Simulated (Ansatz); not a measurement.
**Structure relaxation of CsCo3**

Method: DFT PBE, scalar-relativistic, plane waves, PAW (Ansatz). Cutoff 420 eV, Γ-centred k mesh, Gaussian smearing, collinear spin, first started from parallel moments.

The start puts CsCo3 on the Cu3Au (L1_2) structure type (Pm-3m, No. 221), with Cs in place of Au, Co in place of Cu, at a guessed volume.

```
Cs Co
1.0
     4.19526    0.00000    0.00000
     0.00000    4.19526    0.00000
     0.00000    0.00000    4.19526
Cs Co
1 3
Cartesian
  0.0000 0.0000 0.0000
  0.0000 2.0976 2.0976
  2.0976 0.0000 2.0976
  2.0976 2.0976 0.0000
```

Cell and atoms relax at zero pressure; the relaxation can't lower the symmetry of the start. After a coarse first stage the cell is made exact in the group found at 0.06 Å.

The zero of energy is the elements' standard structures at the same level; no fitted shifts are applied.

Problem. Which crystal results?

Solution. It keeps Pm-3m (No. 221). The result has the Cu3Au (L1_2) structure. Conventional cell: a = 3.988 Å. Cs has 12 Co at 2.82 Å; Co is coordinated by 4 Cs at 2.82 Å and 8 Co at 2.82 Å.

```cif
data_structure
_symmetry_space_group_name_H-M 'Pm-3m'
_symmetry_Int_Tables_number 221
_cell_length_a 3.9876
_cell_length_b 3.9876
_cell_length_c 3.9876
_cell_angle_alpha 90.000
_cell_angle_beta 90.000
_cell_angle_gamma 90.000
_cell_volume 63.41
loop_
_atom_site_label
_atom_site_type_symbol
_atom_site_symmetry_multiplicity
_atom_site_Wyckoff_symbol
_atom_site_fract_x
_atom_site_fract_y
_atom_site_fract_z
_atom_site_occupancy
Cs1 Cs 1 a 0.00000 0.00000 0.00000 1
Co1 Co 3 c 0.00000 0.50000 0.50000 1
```

Problem. What are its volume, energy, gap and moment?

Solution. The volume per atom is 15.85 Å³. The density is 8.11 g/cm³. The energy over the elements is 1.70 eV/atom. The gap on the 12×12×12 mesh is 0 eV (a metal). The net moment per atom is 1.10 μB and the largest site moment is 1.54 μB.

The final run used a 12×12×12 mesh on its 4-atom cell and 0.10 eV smearing. For metals, differences of a few meV/atom aren't resolved. Symmetry constrained the relaxation, so the result can be a saddle point. The steps took of the order of 2.1 core-minutes in all.